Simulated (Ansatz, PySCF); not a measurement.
Species: C2H7O, net charge 1, singlet state. It need not be the lowest isomer of its formula. 
Geometry from a B3LYP-D3(BJ)/def2-TZVP (Ansatz, a first-principles code) optimisation:
```
C
H 1 1.0860
H 1 1.0870 2 111.99
C 1 1.4933 2 114.58 3 -133.36
H 4 1.0891 1 111.93 2 -51.83
H 4 1.0914 5 110.42 1 125.92
H 4 1.0932 5 107.92 6 116.66
O 1 1.5653 2 101.31 3 111.37
H 8 0.9757 1 114.62 2 -61.28
H 8 0.9759 9 110.18 1 129.35
```
Charge +1, spin multiplicity 1.

Total electronic energies in hartree. Correlated levels leave the core frozen unless marked. No spin-orbit coupling. Non-relativistic. CBS marks a two-point X^-3 extrapolation of the correlation energy; Hartree-Fock from the larger set. [CCSD(T)-MP2]/basis is that difference in the basis named.

| level | program | energy (Eh) |
|---|---|---|
| HF/STO-3G | Ansatz | -152.51847 |
| HF-D3(BJ)/def2-TZVPD | PySCF + dftd3 | -154.50272 |
| PBE-D4/def2-TZVPD | Ansatz + dftd4 | -155.21532 |
| revPBE/def2-TZVPD | Ansatz | -155.36238 |
| PBE0/6-31G* | Ansatz | -155.15874 |
| PBE0/def2-SVP | Ansatz | -155.05226 |
| PBE0-D3(BJ)/def2-TZVP | Ansatz + dftd3 | -155.23250 |
| PBE0/def2-TZVPD | Ansatz | -155.22951 |
| BHLYP/def2-TZVPD | Ansatz | -155.32090 |
| TPSSh-D3(BJ)/def2-TZVPD | PySCF + dftd3 | -155.42619 |
| TPSSh/def2-TZVPD | PySCF | -155.42077 |
| r2SCAN0/def2-TZVPD | Ansatz | -155.30241 |
| M06-2X/def2-TZVPD | PySCF | -155.33316 |
| CAM-B3LYP/def2-TZVPD | Ansatz | -155.33670 |
| PBE-QIDH/def2-TZVPD | Ansatz | -155.20428 |
| RPA@PBE/cc-pVTZ | Ansatz | -155.41374 |
| MP2/6-31G* | Ansatz | -154.82383 |
| RI-MP2/CBS(cc-pVTZ,cc-pVQZ) | Ansatz | -155.1320 |
| SCS-MP2/6-31G | Ansatz | -154.63793 |
| CCSD/6-31G* | Ansatz | -154.86026 |
| CCSD(T)/STO-3G | Ansatz | -152.71561 |
| CCSD(T)/6-31G | Ansatz | -154.67285 |
| RI-MP2/CBS(cc-pVTZ,cc-pVQZ)+[CCSD(T)-MP2]/cc-pVTZ | Ansatz | -155.1859 |

Totals of different functionals don't rank their quality; only differences between species are comparable.
